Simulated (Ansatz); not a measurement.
# FH4NSi (SMILES N[SiH2]F): single points off equilibrium

One table from this session's results is given with a row withheld; the runs are named, their logs left out.

Computed with Ansatz 0.2.0, Gaussian basis. Level: single points in def2-TZVPP.

Correlated methods freeze the cores.

## The system as given

7 atoms, charge 0, spin multiplicity 1.

Atoms are counted from 1 here; the program's logs count them from 0.

Bond lengths: N1–Si2 1.749 Å, N1–H4 0.990 Å, N1–H5 0.687 Å, Si2–F3 1.533 Å, Si2–H6 1.315 Å, Si2–H7 1.515 Å. Angles: Si2–N1–H4 109.0°, Si2–N1–H5 107.0°, H4–N1–H5 117.7°, N1–Si2–F3 114.5°, N1–Si2–H6 117.7°, N1–Si2–H7 95.9°, F3–Si2–H6 99.3°, F3–Si2–H7 96.2°, H6–Si2–H7 131.9°.

Coordinates:

```xyz
7
charge 0, multiplicity 1
N    -0.8768    0.5247   -0.5592
Si    0.4332    0.0076    0.4780
F     0.4393   -1.4924    0.7959
H    -0.8441    0.0061   -1.4020
H    -1.4527    0.4931   -0.1866
H     0.4672    0.4841    1.7034
H     1.4813   -0.0521   -0.6142
```

The first run:

run/in.yaml reads:

```yaml
crystal:
  periodic: [false, false, false]
  atoms:
    - {symbol: N, position_ang: [-0.876800, 0.524700, -0.559200]}
    - {symbol: Si, position_ang: [0.433200, 0.007600, 0.478000]}
    - {symbol: F, position_ang: [0.439300, -1.492400, 0.795900]}
    - {symbol: H, position_ang: [-0.844100, 0.006100, -1.402000]}
    - {symbol: H, position_ang: [-1.452700, 0.493100, -0.186600]}
    - {symbol: H, position_ang: [0.467200, 0.484100, 1.703400]}
    - {symbol: H, position_ang: [1.481300, -0.052100, -0.614200]}
basis:
  gaussian: {orbitals: def2-TZVPP}
correlation: {method: ccsd_t}
output: {forces: true}
```

Started as:

```
> ansatz run in.yaml --threads 4 --pin off --events-out ev --progress --plain --max-ram 5222MiB
```

Steps of the session up to this table: CCSD(T)/def2-TZVPP; PBE0-D4/def2-TZVPP; wB97M-V/def2-TZVPP; r2SCAN-D4/def2-TZVPP; PBE-D4/def2-TZVPP; CAM-B3LYP-D4/def2-TZVPP; B97M-V/def2-TZVPP.

One of the session's tables, all rows but one given; the rest of the session is left out.

| method | RMS force component (eV/Å) | angle to CCSD(T) forces (°) | dipole (D) |
| --- | --- | --- | --- |
| CCSD(T) | 14.355 | reference | 0.99 |
| PBE0-D4 | 14.329 | 0.2 | 1.00 |
| wB97M-V | 14.267 | 0.3 | 1.01 |
| r2SCAN-D4 | 14.272 | 0.2 | 1.02 |
| PBE-D4 | ? | ? | ? |
| CAM-B3LYP-D4 | 14.226 | 0.3 | 0.99 |
| B97M-V | 14.248 | 0.6 | 1.12 |

Q: Estimate the row for PBE-D4 from the others.

As computed: RMS force component (eV/Å): 14.335; angle to CCSD(T) forces (°): 0.9; dipole (D): 1.01. In the column «RMS force component (eV/Å)» it lies between PBE0-D4 (14.329) and CCSD(T) (14.355).

Caveats from the session: The reference is not at the basis limit: in triple zeta CCSD(T) underbinds, which counts against methods that bind more; the gaps are no ranking.
